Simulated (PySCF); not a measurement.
Compound: C2H3NO.
Structure used (PBE0-D3(BJ)/def2-SVP), in Å, numbered top down from 1:
```
atom  x, y, z in Å
C1    -1.1129    0.2625   -0.0082
N2    -0.1653   -0.3591   -0.5631
C3     1.1389   -0.3431   -0.0910
O4     1.8600    0.6176   -0.0909
H5    -2.1114    0.2511   -0.4687
H6    -0.9960    0.8296    0.9334
H7     1.4786   -1.3606    0.2201
```

Computed with core-valence-separated Tamm–Dancoff BHandHLYP/aug-pcX-1 (pcseg-1 on H) in PySCF, non-relativistic, gas phase, PBE0-D3(BJ)/def2-SVP geometry. BHandHLYP without relativity tends to put these K edges a few eV too low, so spacings mean more than positions.

The lowest roots of each edge with f over 0.003 (five at most, numbered afresh; weaker and dark ones are left out), with transition dipoles (au) in the frame of the coordinates:

```json
{"root": "1", "edge": "C", "E (eV)": "282.63", "μx": "0.0206", "μy": "0.0842", "μz": "-0.0517"}
{"root": "2", "edge": "C", "E (eV)": "284.03", "μx": "-0.0282", "μy": "0.0208", "μz": "0.1013"}
{"root": "3", "edge": "C", "E (eV)": "287.45", "μx": "0.0123", "μy": "-0.0130", "μz": "-0.0168"}
{"root": "4", "edge": "C", "E (eV)": "287.61", "μx": "-0.0084", "μy": "0.0165", "μz": "0.0114"}
{"root": "5", "edge": "C", "E (eV)": "288.00", "μx": "-0.0533", "μy": "0.0004", "μz": "-0.0231"}
{"root": "6", "edge": "N", "E (eV)": "396.11", "μx": "-0.0145", "μy": "-0.0631", "μz": "0.0403"}
{"root": "7", "edge": "N", "E (eV)": "399.66", "μx": "0.0053", "μy": "0.0018", "μz": "0.0344"}
{"root": "8", "edge": "N", "E (eV)": "401.84", "μx": "0.0067", "μy": "0.0083", "μz": "0.0188"}
{"root": "9", "edge": "N", "E (eV)": "402.31", "μx": "-0.0181", "μy": "0.0022", "μz": "0.0029"}
{"root": "10", "edge": "O", "E (eV)": "528.69", "μx": "0.0161", "μy": "-0.0142", "μz": "-0.0576"}
{"root": "11", "edge": "O", "E (eV)": "532.69", "μx": "0.0142", "μy": "0.0088", "μz": "-0.0048"}
{"root": "12", "edge": "O", "E (eV)": "535.59", "μx": "0.0150", "μy": "-0.0102", "μz": "0.0054"}
```

Task: What are the oscillator strengths?

Result: f = (2/3) ΔE |μ|², with ΔE in hartree (27.2114 eV):

```
root  ΔE (Eh)  |μ|² (au)      f  core hole on
   1  10.3866   0.010176  0.070            C1
   2  10.4378   0.011493  0.080            C3
   3  10.5635   0.000604  0.004            C1
   4  10.5693   0.000472  0.003            C3
   5  10.5836   0.003374  0.024            C1
   6  14.5568   0.005823  0.057            N2
   7  14.6872   0.001217  0.012            N2
   8  14.7674   0.000467  0.005            N2
   9  14.7846   0.000341  0.003            N2
  10  19.4289   0.003783  0.049            O4
  11  19.5761   0.000301  0.004            O4
  12  19.6826   0.000358  0.005            O4
```

Task: Molecules are fixed in this frame and the field points along (0, 1, 1)/√2. What effective strengths 3 f cos²θ do the roots have (θ between field and μ)?

Result: root 1 (C1): 0.011, root 2 (C3): 0.156, root 3 (C1): 0.009, root 4 (C3): 0.008, root 5 (C1): 0.005, root 6 (N2): 0.008, root 7 (N2): 0.019, root 8 (N2): 0.011, root 9 (N2): 0.000, root 10 (O4): 0.100, root 11 (O4): 0.000, root 12 (O4): 0.000. Root 2 is the strongest. Averaged over all orientations cos²θ is 1/3, which gives f back.

One conformer stands for the species.
